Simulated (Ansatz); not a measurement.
# C4H6F2: ranking of conformers, by script

The task is a ranking of conformers, for C4H6F2.

All numbers are computed with the Python package of Ansatz 0.2.0. Level of theory: MP2/def2-SVP.

### 1 The structure

The script builds its own geometries from the SMILES C=CCC(F)F.

The script holds or builds the structure itself.

### 2 The script

The input, conformers.py:

```python
"""Conformer energies of C4H6F2."""

import ansatz as az
from rdkit import Chem
from rdkit.Chem import AllChem

config = {
    "basis_set": "def2-SVP",
    "level": "MP2",
}

rd = Chem.AddHs(Chem.MolFromSmiles("C=CCC(F)F"))
ids = list(AllChem.EmbedMultipleConfs(rd, numConfs=20, randomSeed=29, pruneRmsThresh=0.4))
field = [energy for _, energy in AllChem.MMFFOptimizeMoleculeConfs(rd)]
distinct = {round(e, 2): i for i, e in zip(ids, field)}
chosen = sorted(distinct.items())[:5]
found = []
for force_field, index in chosen:
    system = az.Crystal.molecule()
    for atom, xyz in zip(rd.GetAtoms(), rd.GetConformer(index).GetPositions()):
        system = system.atom(atom.GetSymbol(), xyz.round(5).tolist())
    setup = (
        system.calculation()
        .basis(gaussian=config["basis_set"])
        .correlation(config["level"])
    )
    found.append(setup.run().report["free_energy_ev"])
print("conformer   MMFF (kcal/mol)   this level (kcal/mol)")
for (force_field, index), e in zip(chosen, found):
    print(f"{index:9d} {force_field - chosen[0][0]:17.2f} {23.060548 * (e - min(found)):17.3f}")
```

### 3 Running it

Command:

```sh
$ python conformers.py
```

Log:

```text
conformer   MMFF (kcal/mol)   this level (kcal/mol)
        8              0.00             0.000
        4              0.54             0.205
        5              1.01             0.823
        7              1.20             1.565
        1              1.64             2.206
```

Run time: 13 s. Hardware: 1 thread of Arm Neoverse V1, shared host; peak memory 0.35 GiB.

### 4 What each run gave

The 5 runs, in the order started:

| run | energy from run 1 (eV) | iterations in all | CPU time (s) |
| --- | --- | --- | --- |
| 1 | 0.0000 | 18 | 2.5 |
| 2 | 0.0089 | 18 | 2.5 |
| 3 | 0.0357 | 18 | 2.5 |
| 4 | 0.0679 | 14 | 2.3 |
| 5 | 0.0957 | 18 | 2.5 |

### 5 Outcome

| quantity | value |
| --- | --- |
| runs compared | 5 |
| lowest | run 1 |
| next above it by | 0.009 eV |

The structures are force-field minima, not relaxed at this level. Of those tried, run 1 is lowest; run 2 lies 0.009 eV above it, too close to rank at these settings. The conformers keep their force-field geometries.
